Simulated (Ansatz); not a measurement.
For hcp Pt (model structure), PBEsol (PAW; Ansatz, a first-principles code) gives:

| Item | Value |
|---|---|
| equilibrium lattice constant a | 2.733 Å |
| lattice parameter c | 4.684 Å |

Problem. What does r²SCAN (plane waves, PAW; Ansatz) give for the same quantities?

Solution. 
- lattice constant a: 2.741 Å (grows by 0.3 %)
- lattice parameter c: 4.741 Å (rises by 1.2 %)

Changes are worked out from the printed values.

Unless a cell is named, each level is at its own relaxed cell (PBEsol 15.15, r²SCAN 15.42 Å³/atom).

Levels without +SOC leave out spin–orbit coupling, which shifts energies and cells of such heavy elements.

The crystal itself was run without spin with PBEsol, r²SCAN; a magnetic state was not tried in these runs.

Ansatz's density-functional and Hartree–Fock values are scalar-relativistic unless marked +SOC, with PAW data made under PBE.

A model structure was made by putting elements into a prototype or built by hand; it is no filed structure, need not be a known phase, and can be a saddle point held by its symmetry.
